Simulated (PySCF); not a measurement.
# CH5ClSi (Methylsilylchloride): the cost of one run

Programs: PySCF 2.14.0, with density-fitted response routines of our own. Each step states its level of theory. These are calculated values for one molecule in the gas phase, unless marked as measured. Atoms are numbered from 0 throughout.

## Step 1: Starting geometry

8 atoms, charge 0, multiplicity 1; geometry from: GFN2-xTB.

Bonds of the start (Å): C0–Si1 1.90, Si1–Cl2 2.02, C0–H3 1.09, C0–H4 1.09, C0–H5 1.09, Si1–H6 1.46, Si1–H7 1.46.

## Step 2: Optimising the geometry at PBE0-D3(BJ)/def2-SVP

Job settings and geometry (Å):

```
{"job": {"xc": "PBE0", "basis": "def2-SVP", "d3": "d3bj", "grid": 1, "kind": "geom"}, "charge": 0, "multiplicity": 1}
C      1.007230     0.166780     0.052760
Si    -0.837800    -0.280880    -0.055600
Cl    -1.926450     1.422170    -0.120950
H      1.455040    -0.208140     0.968830
H      1.570520    -0.256630    -0.773880
H      1.155740     1.243290     0.032800
H     -1.265250    -1.036570     1.120520
H     -1.140920    -1.031210    -1.273600
```

Command:

```sh
> OMP_NUM_THREADS=1 python probes_run.py task.json out
```

One launch serves the whole session: the jobs run in the order shown.

Q: Estimate the wall time and peak memory of this first job on 1 thread of AMD EPYC 9R45, shared host.

About 4.4 s, with a peak of 0.31 GiB.
